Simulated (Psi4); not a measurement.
**CH4BS (SMILES C[B]S): a chain of runs**

Aim: a geometry optimisation (doublet CH4BS, UPBEh-3c/def2-mSVP), then a single-point energy (singlet CH4BS+, PBEh-3c/def2-mSVP), then a structure relaxation (singlet CH4BS+, PBEh-3c/def2-mSVP), then a single-point energy (doublet CH4BS, UPBEh-3c/def2-mSVP) of CH4BS. 

The calculation is run with Psi4 1.11.

## 1. Starting point

The species is CH4BS (7 atoms), meant as a doublet with charge 0. SMILES: `C[B]S`. All atoms were displaced at random from a relaxed shape. The run starts from this shape.

Bond lengths: C1–B2 1.572 Å, B2–S3 1.690 Å, C1–H4 1.105 Å, C1–H5 0.937 Å, C1–H6 1.139 Å, S3–H7 1.244 Å. Angles: C1–B2–S3 126.6°, B2–C1–H4 109.5°, B2–C1–H5 119.5°, B2–C1–H6 101.8°, B2–S3–H7 110.6°, H4–C1–H5 107.4°, H4–C1–H6 97.0°, H5–C1–H6 119.2°.

## 2. A structure relaxation at UPBEh-3c/def2-mSVP (density fitting) (run 1)

The input, ch4bs.inp:

```
memory 1600 MB

molecule geom {
  0 2
  C     -1.58443520     1.01999668    -0.36761409
  B      0.38083084    -1.03024845     0.50625385
  S      3.56075613    -0.83525328     0.28504251
  H     -3.03142684     0.12550994    -1.57706905
  H     -1.01650636     2.47113627    -1.20809813
  H     -2.80649652     1.23471681     1.39029608
  H      4.56445960    -2.83870312     0.99411877
  units au
  symmetry c1
}

set globals {
  reference uks
}

e_tot, wfn = optimize('pbeh-3c', return_wfn=True)
print_variables()
```

Launch:

```
$ psi4 -n 1 ch4bs.inp ch4bs.out
```

ch4bs.out:

```text
[...]
  Running in c1 symmetry.
[...]
  Nuclear repulsion =   82.695287914795514
[...]
  Multiplicity = 2
[...]
  Nalpha       = 16
  Nbeta        = 15
[...]
    Number of basis functions: 56
[...]
   @DF-UKS iter   1:  -462.70341522552906   -1.37781e-01   9.92267e-03 ADIIS/DIIS
[...]
   @DF-UKS iter   8:  -462.91234714019453   -1.70530e-12   4.97674e-09 DIIS
[...]
   @S^2 Observed:                7.535768126E-01
[...]
  @DF-UKS Final Energy:  -462.91234714019453
   => Energetics <=
    Nuclear Repulsion Energy =             80.4149769657329898
    One-Electron Energy =                -795.7610042123765197
    Two-Electron Energy =                 273.6933365815764319
    DFT Exchange-Correlation Energy =     -21.2629172083313414
    Empirical Dispersion Energy =           0.0032607332039091
    VV10 Nonlocal Energy =                  0.0000000000000000
    Total Energy =                       -462.9123471401945267
[...]
 Multipole Moments:
 ------------------------------------------------------------------------------------
     Multipole            Electronic (a.u.)      Nuclear  (a.u.)        Total (a.u.)
 ------------------------------------------------------------------------------------
 L = 1.  Multiply by 2.5417464519 to convert [e a0] to [Debye]
 Dipole X            :          3.7491970           -3.8523113           -0.1031143
 Dipole Y            :         -1.6767787            1.6218904           -0.0548883
 Dipole Z            :          0.5515228           -0.5196259            0.0318969
 Magnitude           :                                                    0.1210896
[...]
  -Total Gradient:
     Atom            X                  Y                   Z
    ------   -----------------  -----------------  -----------------
       1        0.000003024735    -0.000015466678     0.000003581441
       2        0.000018302964     0.000031028876    -0.000018043460
       3        0.000004316321    -0.000031311156     0.000019942442
       4       -0.000005248826     0.000006670098     0.000000013399
       5       -0.000000821434    -0.000009999645    -0.000004377304
       6        0.000006508336    -0.000006594508     0.000006430803
       7       -0.000003256915     0.000017645965    -0.000005970605
[...]
```

On the terminal:

```text
Optimizer: Optimization complete!
```

It took 55 s on 1 thread of Intel Xeon Platinum 8375C at 2.90GHz (Ice Lake), shared host; peak memory 0.47 GiB.

Step by step:

```
step  energy from the first frame kept (eV)  largest force (eV/Å)
   0                                 0.0000               10.4065
   1                                -0.9389                1.9120
   2                                -1.0085                0.5967
   3                                -1.0140                0.1694
   4                                -1.0144                0.0531
   5                                -1.0145                0.0165
   6                                -1.0145                0.0021
```

After the run. Bond lengths: C1–B2 1.554 Å, B2–S3 1.763 Å, C1–H4 1.092 Å, C1–H5 1.092 Å, C1–H6 1.093 Å, S3–H7 1.341 Å. Angles: C1–B2–S3 127.6°, B2–C1–H4 109.9°, B2–C1–H5 115.3°, B2–C1–H6 109.6°, B2–S3–H7 99.8°, H4–C1–H5 108.0°, H4–C1–H6 105.6°, H5–C1–H6 108.0°.

## 3. The singlet cation: a single-point energy at PBEh-3c/def2-mSVP (density fitting) (run 2)

The input, job.inp:

```
memory 1600 mb

molecule {
  1 1
  C
  B 1 r2
  S 2 r3 1 a3
  H 1 r4 2 a4 3 d4
  H 1 r5 4 a5 2 d5
  H 1 r6 4 a6 5 d6
  H 3 r7 2 a7 1 d7

  r2 = 1.554278
  r3 = 1.76327
  a3 = 127.62478
  r4 = 1.092199
  a4 = 109.88598
  d4 = 123.86774
  r5 = 1.092366
  a5 = 108.04675
  d5 = 126.59672
  r6 = 1.092541
  a6 = 105.61736
  d6 = 115.32598
  r7 = 1.340808
  a7 = 99.75514
  d7 = 179.81222
}


energy('pbeh-3c')
print_variables()
```

Launch:

```
$ psi4 job.inp job.out -n 1
```

job.out:

```text
[...]
  Running in c1 symmetry.
[...]
  Nuclear repulsion =   80.414977039856609
[...]
  Multiplicity = 1
[...]
  Nalpha       = 15
  Nbeta        = 15
[...]
    Number of basis functions: 56
[...]
   @DF-RKS iter   1:  -462.49726978667195   -6.36888e-02   8.52848e-03 ADIIS/DIIS
[...]
   @DF-RKS iter   8:  -462.61752972318538   -4.18811e-08   6.68075e-07 DIIS
[...]
    Orbital Energies [Eh]
    ---------------------
    Doubly Occupied:
       1A    -89.860415     2A    -10.657301     3A     -8.502476
       4A     -7.343552     5A     -6.391609     6A     -6.389892
       7A     -6.385908     8A     -1.096241     9A     -1.021728
      10A     -0.786442    11A     -0.707281    12A     -0.685825
      13A     -0.665747    14A     -0.655488    15A     -0.577413
[...]
  @DF-RKS Final Energy:  -462.61752972318538
   => Energetics <=
    Nuclear Repulsion Energy =             80.4149770398566091
    One-Electron Energy =                -787.8576901260729528
    Two-Electron Energy =                 265.8751722947871485
    DFT Exchange-Correlation Energy =     -21.0532496659483961
    Empirical Dispersion Energy =           0.0032607341922169
    VV10 Nonlocal Energy =                  0.0000000000000000
    Total Energy =                       -462.6175297231853847
[...]
 Multipole Moments:
 ------------------------------------------------------------------------------------
     Multipole            Electronic (a.u.)      Nuclear  (a.u.)        Total (a.u.)
 ------------------------------------------------------------------------------------
 L = 1.  Multiply by 2.5417464519 to convert [e a0] to [Debye]
 Dipole X            :         -0.0073743            0.0114204            0.0040462
 Dipole Y            :         -0.4027421            1.5104188            1.1076767
 Dipole Z            :          3.8773599           -3.9318367           -0.0544769
 Magnitude           :                                                    1.1090229
[...]
```

Wall time 7.2 s (1 thread of Intel Xeon Platinum 8375C at 2.90GHz (Ice Lake), shared host); peak memory 0.43 GiB.

## 4. The singlet cation: a structure relaxation at PBEh-3c/def2-mSVP (density fitting) (run 3)

The input, job.dat:

```
memory 1600 mb

molecule molecule1 {
  1 1
  C     -0.921827     0.442469    -0.120785
  B      0.181198    -0.579779     0.271804
  S      1.927488    -0.392191     0.115586
  H     -1.621896    -0.017279    -0.821809
  H     -0.560041     1.372619    -0.564852
  H     -1.513942     0.698197     0.761059
  H      2.327940    -1.571973     0.611085
  units angstrom
  symmetry c1
}


opt('pbeh-3c')
```

Launch:

```
$ psi4 -n 1 job.dat job.out
```

job.out:

```text
[...]
  Running in c1 symmetry.
[...]
  Nuclear repulsion =   80.414962760419954
[...]
  Multiplicity = 1
[...]
  Nalpha       = 15
  Nbeta        = 15
[...]
    Number of basis functions: 56
[...]
   @DF-RKS iter   1:  -462.49726977991423   -6.36896e-02   8.52848e-03 ADIIS/DIIS
[...]
   @DF-RKS iter   5:  -462.65595301265444   -2.89901e-12   5.63898e-09 DIIS
[...]
    Orbital Energies [Eh]
    ---------------------
    Doubly Occupied:
       1A    -89.861366     2A    -10.659434     3A     -8.504672
       4A     -7.318761     5A     -6.393905     6A     -6.391742
       7A     -6.388347     8A     -1.110134     9A     -1.039136
      10A     -0.782053    11A     -0.715400    12A     -0.702684
      13A     -0.695738    14A     -0.663773    15A     -0.588014
[...]
  @DF-RKS Final Energy:  -462.65595301265444
   => Energetics <=
    Nuclear Repulsion Energy =             80.4858276945563915
    One-Electron Energy =                -787.8836150548060004
    Two-Electron Energy =                 265.8174098583069167
    DFT Exchange-Correlation Energy =     -21.0791987587596346
    Empirical Dispersion Energy =           0.0036232480478466
    VV10 Nonlocal Energy =                  0.0000000000000000
    Total Energy =                       -462.6559530126544360
[...]
 Multipole Moments:
 ------------------------------------------------------------------------------------
     Multipole            Electronic (a.u.)      Nuclear  (a.u.)        Total (a.u.)
 ------------------------------------------------------------------------------------
 L = 1.  Multiply by 2.5417464519 to convert [e a0] to [Debye]
 Dipole X            :          4.1442645           -5.1429560           -0.9986915
 Dipole Y            :         -0.7867097            0.6010206           -0.1856891
 Dipole Z            :          0.1271404            0.0108726            0.1380130
 Magnitude           :                                                    1.0251403
[...]
  -Total Gradient:
     Atom            X                  Y                   Z
    ------   -----------------  -----------------  -----------------
       1        0.000002606865     0.000012492361     0.000025973477
       2       -0.000001149046    -0.000019571443    -0.000049182896
       3        0.000002243319     0.000012278859     0.000022925792
       4       -0.000000991042    -0.000000181969     0.000000327529
       5       -0.000000105935    -0.000000430196    -0.000001671322
       6        0.000002745577     0.000000020646     0.000000012538
       7        0.000002570934     0.000001940873    -0.000001475442
[...]
```

On the terminal:

```text
Optimizer: Optimization complete!
```

Run time: 59 s. Hardware: 1 thread of Intel Xeon Platinum 8375C at 2.90GHz (Ice Lake), shared host; peak memory 0.47 GiB.

Steps, from the record of the run:

```
step  energy from the first frame kept (eV)  largest force (eV/Å)
   0                                 0.0000                4.3916
   1                                -0.6698                1.9119
   2                                -0.9712                0.6603
   3                                -1.0314                0.1614
   4                                -1.0420                0.1943
   5                                -1.0451                0.0943
   6                                -1.0454                0.0418
   7                                -1.0456                0.0031
   8                                -1.0456                0.0029
   9                                -1.0456                0.0028
  10                                -1.0456                0.0028
  11                                -1.0456                0.0028
  12                                -1.0456                0.0027
```

After the run. Bond lengths: C1–B2 1.483 Å, B2–S3 1.699 Å, C1–H4 1.094 Å, C1–H5 1.099 Å, C1–H6 1.094 Å, S3–H7 1.353 Å. Angles: C1–B2–S3 176.4°, B2–C1–H4 111.9°, B2–C1–H5 108.9°, B2–C1–H6 111.9°, B2–S3–H7 93.4°, H4–C1–H5 107.3°, H4–C1–H6 109.4°, H5–C1–H6 107.3°.

## 5. The energy at UPBEh-3c/def2-mSVP (density fitting) (run 4)

The input, job.in:

```
memory 1600 MB

molecule m {
  0 2
  C     -1.063324     0.398798    -0.086467
  B      0.333635    -0.077871     0.051837
  S      1.966650    -0.530518     0.167711
  H     -1.654527    -0.253161    -0.736463
  H     -1.054653     1.396837    -0.546505
  H     -1.560594     0.492124     0.883577
  H      1.679070    -1.728733     0.725526
  symmetry c1
}

set reference uks

energy('pbeh-3c')
```

Launch:

```
$ psi4 -n 1 job.in job.out
```

job.out:

```text
[...]
  Running in c1 symmetry.
[...]
  Nuclear repulsion =   80.485826295785884
[...]
  Multiplicity = 2
[...]
  Nalpha       = 16
  Nbeta        = 15
[...]
    Number of basis functions: 56
[...]
   @DF-UKS iter   1:  -462.70995436141516   -1.79639e-01   9.95458e-03 ADIIS/DIIS
[...]
   @DF-UKS iter   9:  -462.88731559128280   -6.16312e-08   8.11798e-07 DIIS
[...]
   @S^2 Observed:                7.573347098E-01
[...]
    Orbital Energies [Eh]
    ---------------------
    Alpha Occupied:
       1A    -89.602494     2A    -10.426770     3A     -8.242925
       4A     -6.975443     5A     -6.132577     6A     -6.129596
       7A     -6.127260     8A     -0.844812     9A     -0.795849
      10A     -0.531235    11A     -0.476179    12A     -0.474070
      13A     -0.459153    14A     -0.413848    15A     -0.339304
      16A     -0.171572
    Alpha Virtual:
      17A      0.005735    18A      0.071773    19A      0.103235
      20A      0.194196    21A      0.200490    22A      0.205268
      23A      0.306589    24A      0.365611    25A      0.376905
[...]
  @DF-UKS Final Energy:  -462.88731559128280
   => Energetics <=
    Nuclear Repulsion Energy =             80.4858262957858841
    One-Electron Energy =                -795.8034303836127492
    Two-Electron Energy =                 273.7104788646024645
    DFT Exchange-Correlation Energy =     -21.2838136181833235
    Empirical Dispersion Energy =           0.0036232501249860
    VV10 Nonlocal Energy =                  0.0000000000000000
    Total Energy =                       -462.8873155912827997
[...]
 Multipole Moments:
 ------------------------------------------------------------------------------------
     Multipole            Electronic (a.u.)      Nuclear  (a.u.)        Total (a.u.)
 ------------------------------------------------------------------------------------
 L = 1.  Multiply by 2.5417464519 to convert [e a0] to [Debye]
 Dipole X            :          4.7679353           -5.1429556           -0.3750203
 Dipole Y            :         -0.8144229            0.6010198           -0.2134030
 Dipole Z            :          0.1065598            0.0108733            0.1174331
 Magnitude           :                                                    0.4471819
[...]
```

Run time: 8.7 s. Hardware: 1 thread of Intel Xeon Platinum 8375C at 2.90GHz (Ice Lake), shared host; peak memory 0.43 GiB.

## 6. What came out

| quantity | value |
| --- | --- |
| run 1, UPBEh-3c/def2-mSVP: total energy at the end | -462.91235 Eh |
| run 1, UPBEh-3c/def2-mSVP: dipole moment | 0.31 D |
| run 1, UPBEh-3c/def2-mSVP: HOMO energy (highest over α and β) | -6.36 eV |
| run 1, UPBEh-3c/def2-mSVP: LUMO energy (lowest over α and β) | -0.48 eV |
| run 1, UPBEh-3c/def2-mSVP: ⟨S²⟩ | 0.754 |
| singlet cation, run 2: total energy | -462.61753 Eh |
| singlet cation, run 2: HOMO energy | -15.71 eV |
| singlet cation, run 2: LUMO energy | -9.44 eV |
| singlet cation, run 2: HOMO–LUMO gap | 6.27 eV |
| singlet cation, run 3: total energy at the end | -462.65595 Eh |
| singlet cation, run 3: HOMO energy | -16.00 eV |
| singlet cation, run 3: LUMO energy | -7.81 eV |
| singlet cation, run 3: HOMO–LUMO gap | 8.19 eV |
| run 4, UPBEh-3c/def2-mSVP: total energy | -462.88732 Eh |
| run 4, UPBEh-3c/def2-mSVP: dipole moment | 1.14 D |
| run 4, UPBEh-3c/def2-mSVP: HOMO energy (highest over α and β) | -4.67 eV |
| run 4, UPBEh-3c/def2-mSVP: LUMO energy (lowest over α and β) | 0.16 eV |
| run 4, UPBEh-3c/def2-mSVP: ⟨S²⟩ | 0.757 |
| adiabatic ionisation energy (to the singlet cation, no zero-point term) | 6.977 eV |

**Reading.** The adiabatic ionisation energy (to the singlet cation, no zero-point term) is 6.98 eV (161 kcal/mol). The optimisation (run 1, UPBEh-3c/def2-mSVP) took 7 steps and changed the energy by -1.014 eV. The optimisation (singlet cation, run 3) took 13 steps and changed the energy by -1.046 eV.
